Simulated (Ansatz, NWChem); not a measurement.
## Exact exchange and the HOMO–LUMO gap of C2H3O+

The species is C2H3O+ (6 atoms), meant as a singlet with charge +1. As SMILES, `CC#[O+]`. The shape is that of a PBE0-D4/def2-TZVP optimisation.

The HOMO–LUMO gap y, in eV, basis def2-TZVP; a is the functional's share of exact exchange. Programs: Ansatz 0.2.0, NWChem 7.3.0.

| functional | program | a | y (eV) |
| --- | --- | --- | --- |
| TPSS | NWChem | 0 | 8.52 |
| BLYP | Ansatz | 0 | 8.18 |
| B3LYP | Ansatz | 0.2 | 10.36 |
| PBE0 | Ansatz | 0.25 | ? |
| r2SCAN0 | Ansatz | 0.25 | 11.38 |
| BHLYP | Ansatz | 0.5 | 13.69 |

Question: Fit y = c + s·a to the known rows and predict PBE0.

Answer: 
1. Means of the 5 rows: a = 0.1900, y = 10.426.
2. Σ(Δa)² = 0.172, Σ(Δa·Δy) = 1.8573, so the slope is 1.8573/0.172 = 10.798.
3. Intercept: 10.426 − (10.798) × 0.1900 = 8.374. The largest residual of the fit is 0.31.
4. PBE0: 8.374 + (10.798) × 0.25 = 11.07 eV.

The run gave 10.94 eV, so the prediction is off by +0.13 eV, within the scatter of the fit. Exact exchange lowers occupied levels and raises empty ones. The rows mix families of semi-local functionals, which the line can't see.
